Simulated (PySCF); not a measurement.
Gas-phase reaction: 2 SiHF + 4 SiH4 = 3 Si2H6 + 2 F

Computed with PySCF and rigid-rotor harmonic-oscillator thermochemistry at 1 bar. † marks an energy on the PBE0/def2-TZVP geometry and frequencies; other levels use their own. 6-31G* has spherical d functions here. Open shells (unrestricted): F (multiplicity 2, electronic degeneracy 6); the rest are closed-shell singlets. Spin-orbit splitting is ignored; it lowers the true energy and changes the entropy of F. B3LYP is the form with VWN-RPA correlation. SiHF: computed as isolated molecules; such fragments, hydroxides, amides, oligomers or adducts are transient or little studied in the gas. The harmonic model lacks anharmonicity and excited electronic states, which grow with temperature; levels with a mode under 35 cm⁻¹ are left out. Internal rotation in Si2H6 is treated as a harmonic vibration of one conformer, which makes the entropy rough.

```csv
level,"ΔE electronic, kJ","ΔH°(298 K), kJ","ΔS°(298 K), J/K","ΔG°(1200 K), kJ"
B3LYP/6-31G*,540,551,-155,706
BLYP/def2-TZVP†,616,627,-154,779
HF/6-31G*,314,325,-160,487
PBE/def2-TZVP†,542,552,-154,704
PBE0/def2-QZVP†,490,500,-154,653
PBE0/def2-SVP†,446,457,-154,609
PBE0/def2-TZVP,482,492,-154,645
```
ΔH° is lowest at HF/6-31G* and highest at BLYP/def2-TZVP†. No reference value is set beside these.
